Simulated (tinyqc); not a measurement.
Inside a calculation (part 1 of 2). Method: UHF in the sto-3g basis, for BH2, spin multiplicity 2. This run ends on a higher stationary point, not on the lowest solution. Computed by tinyqc, a small Python program that keeps every step (integrals from PySCF). Settings: charge = 0, multiplicity = 2, basis = sto-3g, energy threshold = 1e-10, iteration cap = 57, orthogonalisation = symmetric, start = core, DIIS depth = 3, method = UHF. Command: `OMP_NUM_THREADS=1 python tinyqc.py 27617 27618 out.jsonl` (the two numbers bound the seeds that draw the settings). One thread of a shared host (Intel(R) Xeon(R) Processor @ 2.60GHz), about 0.1 s of CPU time with the checks. Later iterations appear only in the table of the cycle.

## One-electron integrals

Geometry (angstrom):
```
atom,x,y,z
B,0.000000,0.000000,0.000000
H,0.000000,1.223000,0.696000
H,0.000000,-1.229000,0.699000
```

Basis sto-3g: exponents (1/bohr^2) and contraction coefficients of normalised primitives:
```
element,l (shell),exponent,coefficient
B,s (1),48.791113,0.154329
B,s (1),8.887362,0.535328
B,s (1),2.405267,0.444635
B,s (2),2.236956,-0.099967
B,s (2),0.519821,0.399513
B,s (2),0.169062,0.700115
B,p (3),2.236956,0.155916
B,p (3),0.519821,0.607684
B,p (3),0.169062,0.391957
H,s (1),3.425251,0.154329
H,s (1),0.623914,0.535328
H,s (1),0.168855,0.444635
```

Overlap, kinetic and nuclear-attraction integrals over the contracted functions; the nuclear repulsion is the sum of Za Zb / Rab.

nuclear repulsion = 3.96746707 hartree

overlap S, lower triangle:
```
,1B 1s,1B 2s,1B 2px,1B 2py,1B 2pz,2H 1s,3H 1s
1B 1s,1.000000
1B 2s,0.269328,1.000000
1B 2px,0.000000,0.000000,1.000000
1B 2py,0.000000,0.000000,0.000000,1.000000
1B 2pz,0.000000,0.000000,0.000000,0.000000,1.000000
2H 1s,0.040733,0.370263,0.000000,0.355485,0.202304,1.000000
3H 1s,0.040130,0.367237,0.000000,-0.353337,0.200962,0.054154,1.000000
```

kinetic energy T (hartree), lower triangle:
```
,1B 1s,1B 2s,1B 2px,1B 2py,1B 2pz,2H 1s,3H 1s
1B 1s,10.826302
1B 2s,-0.047967,0.359168
1B 2px,0.000000,0.000000,1.123881
1B 2py,0.000000,0.000000,0.000000,1.123881
1B 2pz,0.000000,0.000000,0.000000,0.000000,1.123881
2H 1s,-0.011806,0.043603,0.000000,0.117535,0.066888,0.760032
3H 1s,-0.011655,0.042506,0.000000,-0.115471,0.065675,-0.010929,0.760032
```

nuclear attraction V (hartree), lower triangle:
```
,1B 1s,1B 2s,1B 2px,1B 2py,1B 2pz,2H 1s,3H 1s
1B 1s,-23.897719
1B 2s,-3.341447,-4.510921
1B 2px,0.000000,0.000000,-4.422468
1B 2py,-0.000108,-0.000823,0.000000,-4.553413
1B 2pz,-0.013081,-0.123934,0.000000,-0.000399,-4.464852
2H 1s,-0.507436,-1.398103,0.000000,-1.257344,-0.734126,-3.311422
3H 1s,-0.499907,-1.383794,0.000000,1.246590,-0.727475,-0.196343,-3.302877
```

core Hamiltonian H = T + V (hartree), lower triangle:
```
,1B 1s,1B 2s,1B 2px,1B 2py,1B 2pz,2H 1s,3H 1s
1B 1s,-13.071416
1B 2s,-3.389414,-4.151753
1B 2px,0.000000,0.000000,-3.298587
1B 2py,-0.000108,-0.000823,0.000000,-3.429532
1B 2pz,-0.013081,-0.123934,0.000000,-0.000399,-3.340971
2H 1s,-0.519241,-1.354500,0.000000,-1.139809,-0.667237,-2.551390
3H 1s,-0.511562,-1.341289,0.000000,1.131119,-0.661800,-0.207272,-2.542845
```

## Two-electron integrals

Functions are numbered as in S; the eight-fold symmetry (ij|kl) = (ji|kl) = (kl|ij) leaves the list below.

Two-electron integrals (ij|kl) in chemists' order, unique and non-zero (hartree):
```
i,j,k,l,(ij|kl)
1,1,1,1,2.923513
2,1,1,1,0.518376
2,1,2,1,0.109262
2,2,1,1,0.744229
2,2,2,1,0.193177
2,2,2,2,0.544804
3,1,3,1,0.020264
3,2,3,1,0.029996
3,2,3,2,0.120346
3,3,1,1,0.742491
3,3,2,1,0.193240
3,3,2,2,0.544682
3,3,3,3,0.586773
4,1,4,1,0.020264
4,2,4,1,0.029996
4,2,4,2,0.120346
4,3,4,3,0.031630
4,4,1,1,0.742491
4,4,2,1,0.193240
4,4,2,2,0.544682
4,4,3,3,0.523513
4,4,4,4,0.586773
5,1,5,1,0.020264
5,2,5,1,0.029996
5,2,5,2,0.120346
5,3,5,3,0.031630
5,4,5,4,0.031630
5,5,1,1,0.742491
5,5,2,1,0.193240
5,5,2,2,0.544682
5,5,3,3,0.523513
5,5,4,4,0.523513
5,5,5,5,0.586773
6,1,1,1,0.077972
6,1,2,1,0.016387
6,1,2,2,0.029105
6,1,3,3,0.028971
6,1,4,1,0.001007
6,1,4,2,0.001872
6,1,4,4,0.029288
6,1,5,1,0.000573
6,1,5,2,0.001065
6,1,5,4,0.000181
6,1,5,5,0.029074
6,1,6,1,0.002532
6,2,1,1,0.205037
6,2,2,1,0.054146
6,2,2,2,0.170208
6,2,3,3,0.165189
6,2,4,1,0.005151
6,2,4,2,0.032619
6,2,4,4,0.176437
6,2,5,1,0.002932
6,2,5,2,0.018563
6,2,5,4,0.006401
6,2,5,5,0.168832
6,2,6,1,0.008672
6,2,6,2,0.076341
6,3,3,1,0.005173
6,3,3,2,0.024782
6,3,4,3,0.005932
6,3,5,3,0.003376
6,3,6,3,0.007927
6,4,1,1,0.172855
6,4,2,1,0.046223
6,4,2,2,0.153295
6,4,3,3,0.145242
6,4,4,1,0.008915
6,4,4,2,0.051320
6,4,4,4,0.166264
6,4,5,1,0.002130
6,4,5,2,0.015102
6,4,5,4,0.008587
6,4,5,5,0.148208
6,4,6,1,0.007723
6,4,6,2,0.080258
6,4,6,4,0.090586
6,5,1,1,0.098371
6,5,2,1,0.026305
6,5,2,2,0.087239
6,5,3,3,0.082656
6,5,4,1,0.002130
6,5,4,2,0.015102
6,5,4,4,0.087867
6,5,5,1,0.006385
6,5,5,2,0.033377
6,5,5,4,0.008898
6,5,5,5,0.091096
6,5,6,1,0.004395
6,5,6,2,0.045674
6,5,6,4,0.047040
6,5,6,5,0.034697
6,6,1,1,0.373549
6,6,2,1,0.100419
6,6,2,2,0.358272
6,6,3,3,0.337638
6,6,4,1,0.010914
6,6,4,2,0.093391
6,6,4,4,0.384032
6,6,5,1,0.006211
6,6,5,2,0.053148
6,6,5,4,0.026403
6,6,5,5,0.352664
6,6,6,1,0.016313
6,6,6,2,0.211448
6,6,6,4,0.240559
6,6,6,5,0.136900
6,6,6,6,0.774606
7,1,1,1,0.076817
7,1,2,1,0.016144
7,1,2,2,0.028675
7,1,3,3,0.028543
7,1,4,1,-0.000991
7,1,4,2,-0.001843
7,1,4,4,0.028854
7,1,5,1,0.000563
7,1,5,2,0.001048
7,1,5,4,-0.000177
7,1,5,5,0.028643
7,1,6,1,0.002386
7,1,6,2,0.007818
7,1,6,4,0.006391
7,1,6,5,0.003978
7,1,6,6,0.014446
7,1,7,1,0.002457
7,2,1,1,0.202876
7,2,2,1,0.053580
7,2,2,2,0.168540
7,2,3,3,0.163564
7,2,4,1,-0.005096
7,2,4,2,-0.032334
7,2,4,4,0.174719
7,2,5,1,0.002898
7,2,5,2,0.018390
7,2,5,4,-0.006345
7,2,5,5,0.167173
7,2,6,1,0.007852
7,2,6,2,0.047870
7,2,6,4,0.037902
7,2,6,5,0.028021
7,2,6,6,0.099600
7,2,7,1,0.008454
7,2,7,2,0.075020
7,3,3,1,0.005107
7,3,3,2,0.024494
7,3,4,3,-0.005873
7,3,5,3,0.003340
7,3,6,3,0.004437
7,3,7,3,0.007765
7,4,1,1,-0.171368
7,4,2,1,-0.045827
7,4,2,2,-0.152080
7,4,3,3,-0.144099
7,4,4,1,0.008813
7,4,4,2,0.050831
7,4,4,4,-0.164935
7,4,5,1,-0.002108
7,4,5,2,-0.014979
7,4,5,4,0.008511
7,4,5,5,-0.147039
7,4,6,1,-0.006433
7,4,6,2,-0.038004
7,4,6,4,-0.026816
7,4,6,5,-0.021897
7,4,6,6,-0.076645
7,4,7,1,-0.007542
7,4,7,2,-0.079004
7,4,7,4,0.089272
7,5,1,1,0.097466
7,5,2,1,0.026065
7,5,2,2,0.086497
7,5,3,3,0.081957
7,5,4,1,-0.002108
7,5,4,2,-0.014979
7,5,4,4,0.087127
7,5,5,1,0.006305
7,5,5,2,0.033013
7,5,5,4,-0.008813
7,5,5,5,0.090309
7,5,6,1,0.004001
7,5,6,2,0.028047
7,5,6,4,0.021864
7,5,6,5,0.020492
7,5,6,6,0.060711
7,5,7,1,0.004289
7,5,7,2,0.044934
7,5,7,4,-0.046357
7,5,7,5,0.034131
7,6,1,1,0.028832
7,6,2,1,0.007620
7,6,2,2,0.024297
7,6,3,3,0.023577
7,6,4,1,-1.21e-06
7,6,4,2,-0.000012
7,6,4,4,0.024363
7,6,5,1,0.000706
7,6,5,2,0.004551
7,6,5,4,-2.83e-06
7,6,5,5,0.024926
7,6,6,1,0.001178
7,6,6,2,0.009120
7,6,6,4,0.008404
7,6,6,5,0.005960
7,6,6,6,0.022542
7,6,7,1,0.001161
7,6,7,2,0.009051
7,6,7,4,-0.008363
7,6,7,5,0.005919
7,6,7,6,0.001421
7,7,1,1,0.371848
7,7,2,1,0.099966
7,7,2,2,0.356929
7,7,3,3,0.336419
7,7,4,1,-0.010826
7,7,4,2,-0.092900
7,7,4,4,0.382546
7,7,5,1,0.006157
7,7,5,2,0.052837
7,7,5,4,-0.026235
7,7,5,5,0.351340
7,7,6,1,0.014598
7,7,6,2,0.100243
7,7,6,4,0.076954
7,7,6,5,0.061033
7,7,6,6,0.215689
7,7,7,1,0.015994
7,7,7,2,0.209382
7,7,7,4,-0.238566
7,7,7,5,0.135686
7,7,7,6,0.022542
7,7,7,7,0.774606
```

## Orthogonalisation

S = U s U^T; symmetric (Loewdin) form X = U s^(-1/2) U^T, so that X^T S X = 1.

eigenvalues of S: 0.399976  0.471025  0.863014  1.000000  1.104521  1.474850  1.686614

X, lower triangle:
```
,1B 1s,1B 2s,1B 2px,1B 2py,1B 2pz,2H 1s,3H 1s
1B 1s,1.031219
1B 2s,-0.158566,1.168852
1B 2px,0.000000,0.000000,1.000000
1B 2py,-0.000107,0.001217,0.000000,1.123190
1B 2pz,-0.009186,0.074250,0.000000,0.000596,1.039353
2H 1s,0.024531,-0.236756,0.000000,-0.224818,-0.125993,1.149885
3H 1s,0.024383,-0.233921,0.000000,0.222637,-0.124665,-0.008869,1.147132
```

## Starting guess

The start is the orbitals of the core Hamiltonian; D(s) = C_occ C_occ^T for each spin.

D(alpha) at the start, lower triangle:
```
,1B 1s,1B 2s,1B 2px,1B 2py,1B 2pz,2H 1s,3H 1s
1B 1s,1.070012
1B 2s,-0.264380,0.990150
1B 2px,0.000000,0.000000,1.000000
1B 2py,-0.000155,0.000759,0.000000,1.130836
1B 2pz,-0.122859,0.491549,0.000000,0.000152,0.244095
2H 1s,0.029753,-0.100456,0.000000,-0.105472,-0.049825,0.020023
3H 1s,0.029641,-0.100152,0.000000,0.105328,-0.049716,0.000346,0.019963
```

D(beta) at the start, lower triangle:
```
,1B 1s,1B 2s,1B 2px,1B 2py,1B 2pz,2H 1s,3H 1s
1B 1s,1.070012
1B 2s,-0.264380,0.990150
1B 2px,0.000000,0.000000,0.000000
1B 2py,-0.000155,0.000759,0.000000,1.130836
1B 2pz,-0.122859,0.491549,0.000000,0.000152,0.244095
2H 1s,0.029753,-0.100456,0.000000,-0.105472,-0.049825,0.020023
3H 1s,0.029641,-0.100152,0.000000,0.105328,-0.049716,0.000346,0.019963
```

## Iteration 1: building the Fock matrix

J_ij = sum D_kl (ij|kl) with D = D(alpha) + D(beta), K_ij = sum D_kl (ik|jl) for each spin; F = H + J - K(s); E = tr D H + tr D J / 2 - 0.5 sum_s tr D(s) K(s) + E_nn.

Coulomb J (hartree), lower triangle:
```
,1B 1s,1B 2s,1B 2px,1B 2py,1B 2pz,2H 1s,3H 1s
1B 1s,9.666693
1B 2s,2.020395,4.245988
1B 2px,0.000000,0.000000,4.236749
1B 2py,0.000004,-0.000039,0.000000,4.291634
1B 2pz,0.042998,0.185651,0.000000,-0.000059,4.196853
2H 1s,0.305945,1.300435,0.000000,1.150759,0.683132,2.628110
3H 1s,0.301412,1.287440,0.000000,-1.141443,0.677112,0.186563,2.617526
```

exchange K(alpha) (hartree), lower triangle:
```
,1B 1s,1B 2s,1B 2px,1B 2py,1B 2pz,2H 1s,3H 1s
1B 1s,3.012644
1B 2s,0.586496,0.764148
1B 2px,0.000000,0.000000,0.743128
1B 2py,-0.000002,0.000036,0.000000,0.740496
1B 2pz,0.012593,0.257352,0.000000,-0.000110,0.302642
2H 1s,0.095456,0.240203,0.000000,0.176573,0.111482,0.145580
3H 1s,0.094084,0.237512,0.000000,-0.174841,0.110318,0.039316,0.142671
```

exchange K(beta) (hartree), lower triangle:
```
,1B 1s,1B 2s,1B 2px,1B 2py,1B 2pz,2H 1s,3H 1s
1B 1s,2.992380
1B 2s,0.556500,0.643803
1B 2px,0.000000,0.000000,0.156356
1B 2py,-0.000002,0.000036,0.000000,0.708866
1B 2pz,0.012593,0.257352,0.000000,-0.000110,0.271013
2H 1s,0.090283,0.215421,0.000000,0.170641,0.108106,0.137652
3H 1s,0.088977,0.213019,0.000000,-0.168968,0.106977,0.034879,0.134905
```

F(alpha) (hartree), lower triangle:
```
,1B 1s,1B 2s,1B 2px,1B 2py,1B 2pz,2H 1s,3H 1s
1B 1s,-6.417367
1B 2s,-1.955515,-0.669914
1B 2px,0.000000,0.000000,0.195033
1B 2py,-0.000102,-0.000897,0.000000,0.121607
1B 2pz,0.017325,-0.195634,0.000000,-0.000347,0.553240
2H 1s,-0.308753,-0.294268,0.000000,-0.165623,-0.095587,-0.068859
3H 1s,-0.304233,-0.291361,0.000000,0.164516,-0.095006,-0.060024,-0.067990
```

F(beta) (hartree), lower triangle:
```
,1B 1s,1B 2s,1B 2px,1B 2py,1B 2pz,2H 1s,3H 1s
1B 1s,-6.397104
1B 2s,-1.925519,-0.549568
1B 2px,0.000000,0.000000,0.781806
1B 2py,-0.000102,-0.000897,0.000000,0.153236
1B 2pz,0.017325,-0.195634,0.000000,-0.000347,0.584869
2H 1s,-0.303579,-0.269486,0.000000,-0.159691,-0.092211,-0.060932
3H 1s,-0.299127,-0.266867,0.000000,0.158644,-0.091666,-0.055587,-0.060224
```

total energy of this density = -23.88831875 hartree

## Iteration 1: diagonalisation and new density

Diagonalise F' = X^T F X, C = X C', fill 4 alpha and 3 beta electrons from the bottom; D(s) = C_occ C_occ^T. Each column has its largest component positive (the first on a tie).

F' = X^T F X (alpha) (hartree), lower triangle:
```
,1,2,3,4,5,6,7
1,-6.228934
2,-1.114076,-0.114167
3,0.000000,0.000000,0.195033
4,-0.000139,0.000642,0.000000,0.318495
5,0.024146,-0.099052,0.000000,0.000568,0.620654
6,-0.017441,-0.236713,0.000000,-0.260750,-0.151847,0.149996
7,-0.016330,-0.233715,0.000000,0.258236,-0.150259,-0.023545,0.146713
```

orbital energies (alpha) (hartree): MO1 -6.426603, MO2 -0.274813, MO3 -0.129027, MO4 0.195033, MO5 0.402903, MO6 0.619402, MO7 0.700894

coefficients C (alpha):
```
,MO1,MO2,MO3,MO4,MO5,MO6,MO7
1B 1s,0.988110,-0.218033,-0.000645,0.000000,-0.255076,-0.002185,-0.029464
1B 2s,0.043567,0.600808,0.002330,0.000000,1.043112,0.008064,0.237958
1B 2px,0.000000,0.000000,0.000000,1.000000,0.000000,0.000000,0.000000
1B 2py,0.000052,0.002609,-0.467532,0.000000,-0.011158,1.068736,0.027476
1B 2pz,0.001137,0.181078,0.000767,0.000000,-0.124786,-0.026156,1.033548
2H 1s,-0.006910,0.360829,-0.487938,0.000000,-0.637886,-0.690022,-0.440487
3H 1s,-0.006858,0.356848,0.493988,0.000000,-0.649390,0.693295,-0.403281
```

F' = X^T F X (beta) (hartree), lower triangle:
```
,1,2,3,4,5,6,7
1,-6.214019
2,-1.102208,0.014599
3,0.000000,0.000000,0.781806
4,-0.000135,0.000678,0.000000,0.352806
5,0.024417,-0.095646,0.000000,0.000577,0.653189
6,-0.018201,-0.236435,0.000000,-0.261313,-0.152170,0.151736
7,-0.017091,-0.233496,0.000000,0.258807,-0.150588,-0.023437,0.148427
```

orbital energies (beta) (hartree): MO1 -6.404318, MO2 -0.218478, MO3 -0.115383, MO4 0.473073, MO5 0.641700, MO6 0.730144, MO7 0.781806

coefficients C (beta):
```
,MO1,MO2,MO3,MO4,MO5,MO6,MO7
1B 1s,0.989663,-0.192586,-0.000677,-0.269040,-0.003169,-0.030368,0.000000
1B 2s,0.038085,0.508476,0.002294,1.090924,0.012311,0.239531,0.000000
1B 2px,0.000000,0.000000,0.000000,0.000000,0.000000,0.000000,1.000000
1B 2py,0.000045,0.003087,-0.445006,-0.014565,1.078321,0.025305,0.000000
1B 2pz,0.000603,0.177666,0.000878,-0.104425,-0.024070,1.036445,0.000000
2H 1s,-0.005819,0.419258,-0.501680,-0.605604,-0.682390,-0.430675,0.000000
3H 1s,-0.005778,0.414261,0.509045,-0.620929,0.680077,-0.396967,0.000000
```

D(alpha) after iteration 1, lower triangle:
```
,1B 1s,1B 2s,1B 2px,1B 2py,1B 2pz,2H 1s,3H 1s
1B 1s,1.023900
1B 2s,-0.087949,0.362874
1B 2px,0.000000,0.000000,1.000000
1B 2py,-0.000216,0.000480,0.000000,0.218593
1B 2pz,-0.038358,0.108844,0.000000,0.000114,0.032791
2H 1s,-0.085186,0.215351,0.000000,0.229068,0.064956,0.368329
3H 1s,-0.084900,0.215250,0.000000,-0.230024,0.064989,-0.112227,0.371412
```

D(beta) after iteration 1, lower triangle:
```
,1B 1s,1B 2s,1B 2px,1B 2py,1B 2pz,2H 1s,3H 1s
1B 1s,1.016522
1B 2s,-0.060235,0.260004
1B 2px,0.000000,0.000000,0.000000
1B 2py,-0.000248,0.000551,0.000000,0.198040
1B 2pz,-0.033620,0.090364,0.000000,0.000158,0.031566
2H 1s,-0.086163,0.211811,0.000000,0.224545,0.074044,0.427494
3H 1s,-0.085844,0.211590,0.000000,-0.225250,0.074044,-0.081662,0.430773
```

## Iteration 2: building the Fock matrix

As before.

Coulomb J (hartree), lower triangle:
```
,1B 1s,1B 2s,1B 2px,1B 2py,1B 2pz,2H 1s,3H 1s
1B 1s,8.621858
1B 2s,1.768081,3.764707
1B 2px,0.000000,0.000000,3.734826
1B 2py,0.000158,0.000585,0.000000,3.831389
1B 2pz,0.030612,0.203181,0.000000,0.000100,3.715203
2H 1s,0.267621,1.238446,0.000000,1.136110,0.678433,2.875260
3H 1s,0.263635,1.226699,0.000000,-1.127501,0.672887,0.177479,2.869748
```

exchange K(alpha) (hartree), lower triangle:
```
,1B 1s,1B 2s,1B 2px,1B 2py,1B 2pz,2H 1s,3H 1s
1B 1s,2.957264
1B 2s,0.569811,0.633589
1B 2px,0.000000,0.000000,0.684436
1B 2py,-0.000002,0.001090,0.000000,0.487856
1B 2pz,-0.002035,0.167428,0.000000,0.000398,0.195917
2H 1s,0.087323,0.326025,0.000000,0.291142,0.147932,0.565024
3H 1s,0.086050,0.323601,0.000000,-0.289900,0.147019,0.037332,0.564631
```

exchange K(beta) (hartree), lower triangle:
```
,1B 1s,1B 2s,1B 2px,1B 2py,1B 2pz,2H 1s,3H 1s
1B 1s,2.932393
1B 2s,0.539600,0.473797
1B 2px,0.000000,0.000000,0.086946
1B 2py,0.000002,0.001249,0.000000,0.438742
1B 2pz,-0.001556,0.165917,0.000000,0.000493,0.160007
2H 1s,0.082634,0.298047,0.000000,0.287719,0.152613,0.592364
3H 1s,0.081422,0.295910,0.000000,-0.286339,0.151686,0.038256,0.592263
```

F(alpha) (hartree), lower triangle:
```
,1B 1s,1B 2s,1B 2px,1B 2py,1B 2pz,2H 1s,3H 1s
1B 1s,-7.406823
1B 2s,-2.191144,-1.020634
1B 2px,0.000000,0.000000,-0.248197
1B 2py,0.000053,-0.001329,0.000000,-0.085999
1B 2pz,0.019566,-0.088181,0.000000,-0.000698,0.178315
2H 1s,-0.338943,-0.442079,0.000000,-0.294840,-0.136736,-0.241153
3H 1s,-0.333977,-0.438190,0.000000,0.293518,-0.135932,-0.067124,-0.237727
```

F(beta) (hartree), lower triangle:
```
,1B 1s,1B 2s,1B 2px,1B 2py,1B 2pz,2H 1s,3H 1s
1B 1s,-7.381952
1B 2s,-2.160933,-0.860842
1B 2px,0.000000,0.000000,0.349293
1B 2py,0.000049,-0.001487,0.000000,-0.036885
1B 2pz,0.019087,-0.086669,0.000000,-0.000792,0.214224
2H 1s,-0.334254,-0.414101,0.000000,-0.291417,-0.141418,-0.268493
3H 1s,-0.329348,-0.410500,0.000000,0.289957,-0.140600,-0.068048,-0.265360
```

total energy of this density = -25.25235179 hartree

## Iteration 2: DIIS over 2 matrices

error matrix X^T (FDS - SDF) X (alpha):
```
,1,2,3,4,5,6,7
1,0.000000,-0.029412,0.000000,-0.000023,0.012756,0.025686,0.025671
2,0.029412,0.000000,0.000000,0.000012,-0.045602,-0.033333,-0.034041
3,0.000000,0.000000,0.000000,0.000000,0.000000,0.000000,0.000000
4,0.000023,-0.000012,0.000000,0.000000,-0.000052,-0.030955,0.031859
5,-0.012756,0.045602,0.000000,0.000052,0.000000,0.019927,0.019624
6,-0.025686,0.033333,0.000000,0.030955,-0.019927,0.000000,0.000190
7,-0.025671,0.034041,0.000000,-0.031859,-0.019624,-0.000190,0.000000
```

B (overlaps of the stored error matrices):
```
,1,2
1,1.2877766e+00,-7.4525628e-02
2,-7.4525628e-02,2.7730588e-02
```

Minimise |sum c_i e_i|^2 with sum c_i = 1: solve [B -1; -1 0][c; lambda] = [0; -1] with B_ij = tr e_i^T e_j summed over both spins, and take F = sum c_i F_i.

DIIS coefficients: 0.069821  0.930179

extrapolated F(alpha) (hartree), lower triangle:
```
,1B 1s,1B 2s,1B 2px,1B 2py,1B 2pz,2H 1s,3H 1s
1B 1s,-7.337739
1B 2s,-2.174692,-0.996147
1B 2px,0.000000,0.000000,-0.217250
1B 2py,0.000042,-0.001298,0.000000,-0.071504
1B 2pz,0.019410,-0.095684,0.000000,-0.000673,0.204492
2H 1s,-0.336835,-0.431759,0.000000,-0.285818,-0.133863,-0.229124
3H 1s,-0.331900,-0.427939,0.000000,0.284511,-0.133075,-0.066629,-0.225876
```

extrapolated F(beta) (hartree), lower triangle:
```
,1B 1s,1B 2s,1B 2px,1B 2py,1B 2pz,2H 1s,3H 1s
1B 1s,-7.313190
1B 2s,-2.144497,-0.839109
1B 2px,0.000000,0.000000,0.379491
1B 2py,0.000038,-0.001446,0.000000,-0.023611
1B 2pz,0.018964,-0.094277,0.000000,-0.000761,0.240103
2H 1s,-0.332112,-0.404004,0.000000,-0.282220,-0.137982,-0.254001
3H 1s,-0.327238,-0.400471,0.000000,0.280789,-0.137183,-0.067178,-0.251037
```
